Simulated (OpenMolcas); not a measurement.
**C2H6Si (SMILES CC[SiH]) at 6 levels**

We compute a comparison of 6 runs (B3LYP/6-31G*, B2PLYP/cc-pVDZ, B3LYP/cc-pVDZ, BLYP/cc-pVDZ, M06-2X/cc-pVDZ, PBE0/cc-pVDZ) of C2H6Si. 

The results are computed with OpenMolcas 26.06.

1 further run of the same task is left out (set aside as unsound or not needed).

### 1 Starting point

C2H6Si has 9 atoms, charge 0, and is taken as a singlet. SMILES: `CC[SiH]`. The shape is that of a PBE0-D4/def2-TZVP optimisation. This is one conformer, not always the lowest.

Bond lengths: C1–C2 1.523 Å, C2–Si3 1.891 Å, C1–H4 1.094 Å, C1–H5 1.093 Å, C1–H6 1.092 Å, C2–H7 1.095 Å, C2–H8 1.111 Å, Si3–H9 1.532 Å. Some angles: C1–C2–Si3 121.0°, C1–C2–H7 111.7°, C1–C2–H8 109.8°, Si3–C2–H7 110.3°, Si3–C2–H8 97.9°, C2–C1–H4 112.0°, C2–C1–H5 111.1°, C2–C1–H6 111.0°, C2–Si3–H9 94.7°, H7–C2–H8 104.1°.

### 2 Energy and forces at B3LYP/6-31G(d) (spherical functions) (run 1)

run.inp

```
&GATEWAY
 BasLib=$CurrDir
 Coord
 9
 bohr
 C     -1.12174143     0.93654827    -1.06334889
 C      0.80011004    -1.06542759    -0.30027748
 Si     2.78753501    -0.67784476     2.64315993
 H     -2.28448991     0.32711159    -2.66016747
 H     -0.18519316     2.68908028    -1.62610933
 H     -2.37803136     1.39140535     0.50928119
 H      1.98610216    -1.63423515    -1.89785195
 H     -0.19464179    -2.83024282     0.25208947
 H      0.75796915     0.77592155     4.11072124
 Basis=6-31Gs
 Group=NoSym

&SEWARD
 GridInput
 Grid=UltraFine
 End of Grid

&SCF
 KSDFT=B3LYP
 Thresholds=1e-10 1e-07 1e-07 1e-05
 PrOrbitals=1 2

&ALASKA
```

The basis set 6-31G* is read from a file made from the Basis Set Exchange's data (not shown).

Launch:

```
$ export MOLCAS_MEM=1860
$ pymolcas run.inp > run.log
```

The program printed:

```text
--- Start Module: gateway ---
[...]
--- Stop Module: gateway /rc=_RC_ALL_IS_WELL_ ---
[...]
      Basis functions           58
[...]
--- Start Module: scf ---
[...]
       Convergence after  13 Iterations
[...]
::    Total KS-DFT energy                            -369.2481495951
[...]
      Total spin, S                                     0.0000000000
[...]
      Total electronic charge=   32.000000
      Total            charge=   -0.000000
[...]
      Dipole Moment (debye):
      Origin of the operator (angstrom)=    0.6549   -0.1804    0.5131
                   X= -9.1574E-01               Y=  2.8110E-02               Z= -9.2172E-01           Total=  1.2996E+00
      Quadrupole Moment (debye*angstrom):
[...]
 *              Molecular gradients               *
 **************************************************
  Irreducible representation: a
 ------------------------------------------------------------------------------------------
                              X                       Y                       Z
 ------------------------------------------------------------------------------------------
  C1                2.65827766114413E-03   -2.55019615891738E-03    1.08299762758168E-03
  C2               -1.30027643003272E-03    4.11634433486219E-03    1.55171962937128E-03
  SI3              -5.35989371798529E-03   -6.80674394234471E-04   -5.66078847239204E-03
  H4                1.54689808991448E-03    5.26255345771331E-04    1.95565368121509E-03
  H5               -8.92951791823915E-04   -2.18131997333026E-03    8.85262791726182E-04
  H6                1.71377673151785E-03   -5.79120344366690E-04   -1.36751339373431E-03
  H7               -6.44008899171489E-04    4.34558281224851E-04    1.98053153993971E-03
  H8                1.62777896099109E-03    1.51582351226542E-03    5.91845313548278E-04
[...]
```

Wall time 21 s (1 thread of Intel Xeon Platinum 8375C at 2.90GHz (Ice Lake), shared host); peak memory 0.39 GiB.

### 3 A single-point energy at B2PLYP/cc-pVDZ (run 2)

test.input

```
* C2H6Si Kohn-Sham DFT

&GATEWAY
  BasLib=$CurrDir
  BasisSet
  C.cc-pVDZ....
  C1 -0.593600 0.495600 -0.562700 angstrom
  C2 0.423400 -0.563800 -0.158900 angstrom
  End of Basis
  BasisSet
  Si.cc-pVDZ....
  Si3 1.475100 -0.358700 1.398700 angstrom
  End of Basis
  BasisSet
  H.cc-pVDZ....
  H4 -1.208900 0.173100 -1.407700 angstrom
  H5 -0.098000 1.423000 -0.860500 angstrom
  H6 -1.258400 0.736300 0.269500 angstrom
  H7 1.051000 -0.864800 -1.004300 angstrom
  H8 -0.103000 -1.497700 0.133400 angstrom
  H9 0.401100 0.410600 2.175300 angstrom
  End of Basis

&SEWARD
  GridInput
  Grid=UltraFine
  End of Grid

&SCF
  KSDFT=B2PLYP_SCF
  Thresholds=1e-10 1e-07 1e-07 1e-05
  PrOrbitals=1 1

&MBPT2
  Frozen=7
```

The basis set cc-pVDZ is read from a file made from the Basis Set Exchange's data (not shown).

Launch:

```
$ export MOLCAS_MEM=1860
$ pymolcas test.input > test.log
```

The program printed:

```text
--- Start Module: gateway ---
[...]
--- Stop Module: gateway /rc=_RC_ALL_IS_WELL_ ---
[...]
      Basis functions           76
[...]
--- Start Module: scf ---
[...]
       Convergence after  13 Iterations
[...]
::    Total KS-DFT energy                            -368.8918652802
[...]
      Total spin, S                                     0.0000000000
[...]
      Total electronic charge=   32.000000
      Total            charge=   -0.000000
[...]
      Dipole Moment (debye):
      Origin of the operator (angstrom)=    0.6549   -0.1804    0.5131
                   X= -7.6604E-01               Y=  3.2035E-03               Z= -8.7539E-01           Total=  1.1632E+00
      Quadrupole Moment (debye*angstrom):
[...]
--- Stop Module: scf /rc=_RC_ALL_IS_WELL_ ---
[...]
--- Start Module: mbpt2 ---
[...]
 ###    WARNING: MP2 implementation intended for RHF references only         ###
 ###############################################################################
MBPT2 WARNING: Reference function according to RunFile:KS-DFT
I'll assume you know what you're doing and continue
WARNING!
Default frozen orbitals as non valence orbitals is overwritten by user input.
Default values:   4
[...]
       Reference weight ( Cref**2 )         =        0.81119
::    Total MBPT2 energy                             -369.3548538317
[...]
      Total MBPT2 calculations                           0.16      0.18
--- Stop Module: mbpt2 /rc=_RC_ALL_IS_WELL_ ---
[...]
```

Run time: 22 s. Hardware: 1 thread of Intel Xeon Platinum 8375C at 2.90GHz (Ice Lake), shared host; peak memory 0.43 GiB.

Runs 3 to 5 aren't shown in full; the table further down has their settings and results.

### 4 Energy and forces at PBE0/cc-pVDZ (run 6)

run.input

```
* C2H6Si Kohn-Sham DFT
>>> EXPORT MOLCAS_PRINT=2

&GATEWAY
  BasLib=$CurrDir
  Coord
  9
  angstrom
  C       -0.593600       0.495600      -0.562700
  C        0.423400      -0.563800      -0.158900
  Si       1.475100      -0.358700       1.398700
  H       -1.208900       0.173100      -1.407700
  H       -0.098000       1.423000      -0.860500
  H       -1.258400       0.736300       0.269500
  H        1.051000      -0.864800      -1.004300
  H       -0.103000      -1.497700       0.133400
  H        0.401100       0.410600       2.175300
  Basis=cc-pVDZ
  Group=NoSym

&SEWARD
  GridInput
  Grid=UltraFine
  End of Grid

&SCF
  KSDFT=PBE0
  Thresholds=1e-10 1e-07 1e-07 1e-05
  PrOrbitals=1 2

&ALASKA
```

The basis set cc-pVDZ is read from a file made from the Basis Set Exchange's data (not shown).

Launch:

```
$ export MOLCAS_MEM=1860
$ pymolcas run.input > run.log
```

The program printed:

```text
--- Start Module: gateway ---
[...]
--- Stop Module: gateway /rc=_RC_ALL_IS_WELL_ ---
[...]
      Basis functions           76
[...]
--- Start Module: scf ---
[...]
       Convergence after  13 Iterations
[...]
::    Total KS-DFT energy                            -369.0213076037
[...]
      Total spin, S                                     0.0000000000
[...]
      Total electronic charge=   32.000000
      Total            charge=   -0.000000
[...]
      Dipole Moment (debye):
      Origin of the operator (angstrom)=    0.6549   -0.1804    0.5131
                   X= -8.8590E-01               Y=  5.2177E-03               Z= -9.5792E-01           Total=  1.3048E+00
      Quadrupole Moment (debye*angstrom):
[...]
 *              Molecular gradients               *
 **************************************************
  Irreducible representation: a
 ------------------------------------------------------------------------------------------
                              X                       Y                       Z
 ------------------------------------------------------------------------------------------
  C1               -2.60724152539815E-03    3.36456084031500E-03   -9.17275225451597E-04
  C2                3.04136052541025E-03   -4.26878913276196E-03    1.60603439440399E-03
  SI3              -6.61706539731455E-03    1.92060204971201E-03   -3.20826890363879E-03
  H4                3.27632586414817E-03    1.57308456330174E-03    4.44380007376433E-03
  H5               -2.55323244644279E-03   -5.00753251689279E-03    1.65227289677006E-03
  H6                3.81570089470129E-03   -1.46143904292839E-03   -4.29705243996281E-03
  H7               -3.30400621804650E-03    1.85937532880054E-03    4.43132176441319E-03
  H8                2.04536682269785E-03    4.21577459774669E-03   -1.41465394735418E-03
[...]
```

It took 30 s on 1 thread of Intel Xeon Platinum 8375C at 2.90GHz (Ice Lake), shared host; peak memory 0.43 GiB.

### 5 All runs side by side

```csv
run,level,task,frozen core orbitals,energy (Eh),dipole moment (D),HOMO energy (eV),LUMO energy (eV),wall time
1,B3LYP/6-31G* (spherical functions),gradient,–,-369.248150,1.30,-5.93,-2.56,21 s
2,B2PLYP/cc-pVDZ,energy,7,-369.016872,1.16,-7.04,-1.13,22 s
3,B3LYP/cc-pVDZ,gradient,–,-369.267875,1.20,-5.97,-2.58,30 s
4,BLYP/cc-pVDZ,gradient,–,-369.182348,1.23,-4.95,-3.10,31 s
5,M06-2X/cc-pVDZ,gradient,–,-369.177220,1.11,-7.13,-1.51,39 s
6,PBE0/cc-pVDZ,gradient,–,-369.021308,1.30,-6.16,-2.41,30 s
```

### 6 Outcome

| quantity | value |
| --- | --- |
| run 6: total energy | -369.02131 Eh |
| run 6: dipole moment | 1.30 D |
| run 6: HOMO energy | -6.16 eV |
| run 6: LUMO energy | -2.41 eV |
| run 6: HOMO–LUMO gap | 3.75 eV |
| run 6: largest force on an atom | 0.391 eV/Å |

The dipole moment (its size) runs from 1.11 D (M06-2X/cc-pVDZ) to 1.30 D (PBE0/cc-pVDZ). The HOMO–LUMO gap runs from 1.85 eV (BLYP/cc-pVDZ) to 5.91 eV (B2PLYP/cc-pVDZ). A double hybrid's value is that of its SCF part. For B2PLYP the log adds the whole second-order term; the table takes 0.27 of it, as the functional is defined. Totals of different functionals can't be ranked against each other. All runs together took 2.9 min, the longest 39 s.
